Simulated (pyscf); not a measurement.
Four-centre exchange: methane (CH₄) + H₃C–AlH–F → fluoromethane (H₃C–F) + H₃C–AlH₂

Gas phase, singlet surface, charge 0. Bonds broken: C1–H7, Al2–F11. Bonds formed: C1–F11, Al2–H7. Optimised with ωB97X-D3(BJ)/def2-SVP in PySCF. Correlated levels are frozen-core, on RHF or UHF. ΔMP2 is the change of the MP2 total energy from the triple- to the quadruple-zeta basis.

Transition state (Å):

```xyz
12

C     -0.0931    -0.6187    -1.1851
Al    -1.6394     0.3059     0.9742
C     -1.4144    -0.2559     2.8388
H     -0.9050    -0.5237    -1.9070
H      0.7943    -0.0237    -1.4119
H      0.1096    -1.6315    -0.8362
H     -1.5539    -0.9606    -0.1200
H     -2.3470    -0.6824     3.2486
H     -1.1456     0.5968     3.4878
H     -0.6248    -1.0177     2.9560
F     -0.0683     0.7222     0.1823
H     -2.7654     1.3514     0.5409
```

One imaginary mode, 992i cm⁻¹; descent along it reached the two sides named, in the forms told below.

```csv
bond,change,reactant side (Å),saddle,product side
C1–H7,breaks,1.104,1.840,3.2
Al2–F11,breaks,1.686,1.808,2.046
C1–F11,forms,3.3,1.915,1.419
Al2–H7,forms,2.408,1.676,1.603
```

Electronic energies relative to the separated reactants (kJ/mol):

```tsv
level	barrier	reaction energy	reverse barrier
ωB97X-D3(BJ)/def2-TZVP	397.6	+290.3	107.3
PBE/def2-TZVP	370.1	+287.9	82.2
r²SCAN/def2-TZVP	381.1	+299.3	81.8
B3LYP-D3(BJ)/def2-TZVP	386.6	+293.4	93.2
PBE0-D3(BJ)/def2-TZVP	390.4	+288.5	101.9
M06-2X/def2-TZVP	410.1	+298.4	111.7
ωB97M-D3(BJ)/def2-TZVP	398.7	+295.1	103.6
HF/def2-TZVP	449.5	+284.1	165.4
MP2/def2-QZVPP	431.3	+313.4	117.9
CCSD/def2-TZVPP	423.2	+296.6	126.5
CCSD(T)/def2-TZVPP	411.0	+297.4	113.6
CCSD(T)/def2-TZVPP + ΔMP2(QZVPP)	410.6	+300.8	109.7
```

With CCSD(T)/def2-TZVPP + ΔMP2(QZVPP) energies and thermal terms (ideal gas, 1 atm, RRHO with modes under 100 cm⁻¹ raised to 100, one conformer, R ln 2 for chiral ones without a mode under 150 cm⁻¹), in kJ/mol:

| T (K) | ΔH‡ | ΔG‡ | ΔH | ΔG |
|---|---|---|---|---|
| 298 | 403.4 | 443.9 | +294.6 | +290.3 |
| 600 | 406.1 | 484.1 | +293.9 | +286.3 |
| 900 | 409.8 | 522.2 | +294.2 | +282.5 |
| 1200 | 413.6 | 559.1 | +294.8 | +278.4 |

On the reactant side the descent ends in a complex (not fully relaxed), 16.8 kJ/mol under the separated species and 414.5 kJ/mol under the saddle at ωB97X-D3(BJ)/def2-TZVP. On the product side the descent ends in an adduct with a Al–F contact (not fully relaxed), 57.6 kJ/mol under the separated species and 164.9 kJ/mol under the saddle at ωB97X-D3(BJ)/def2-TZVP. What is counted as broken (Al–F) persists as a longer contact in the product adduct; parting that adduct is a step of its own. The same reactants have a lower exit, to H₃C–Al(CH₃)–F + H₂ (barrier +146.6 kJ/mol at ωB97M-D3(BJ), against +398.7 kJ/mol here). This is the saddle that the search found; another between the same sides may lie lower. The CCSD(T) − MP2 part came from Ansatz, without density fitting, on the same reference.
